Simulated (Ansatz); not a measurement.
The first iterations of a band of CH6B2 (9 atoms, charge 0, multiplicity 1).

Theory: RKS r2SCAN-D4/def2-SVP (Ansatz).

```yaml
movable_images: 5
climbing_image: yes
spring: 50.0 eV/Å²
optimiser: quadratic models (default)
start_path: through a guess of the saddle point
force_threshold: 0.05 eV/Å
iteration_limit: 60
end_points: relaxed
```

First end point:

```xyz
9
Properties=species:S:1:pos:R:3
B -0.461 0.612 -1.031
C 0.640 -0.020 -0.131
B -0.042 -0.529 1.172
H -1.364 -0.074 -1.451
H -0.446 1.790 -1.306
H 1.531 0.602 0.024
H 0.874 -0.969 -0.661
H 0.247 -0.069 2.252
H -0.890 -1.389 1.113
```

Last end point:

```xyz
9
Properties=species:S:1:pos:R:3
B -0.418 0.746 -0.958
C 0.586 -0.186 -0.221
B -0.087 -0.672 1.096
H -0.779 1.775 -0.437
H -0.866 0.452 -2.042
H 1.349 0.532 0.155
H 1.028 -0.979 -0.838
H -0.403 0.130 1.943
H -0.321 -1.843 1.285
```

| iteration | highest image above the first end (eV) | largest band force component (eV/Å) |
| --- | --- | --- |
| 1 | 1.726 | 8.875 |
| 2 | 0.421 | 2.095 |
| 3 | 0.433 | 1.748 |
| 4 | 0.165 | 0.354 |
| 5 | 0.145 | 0.177 |

**Question.** Does the band converge within its limit, and where does its top end?

**Answer.** It converged. It ended after 15 iterations with the highest image 0.076 eV above the first end. Another band between the same ends (5 images) ends at a top of the same energy, where a vibrational analysis finds 1 clearly imaginary mode.

The run took 3.3 min on 1 thread of Arm Neoverse V1, on a shared host, peak memory 0.12 GiB.
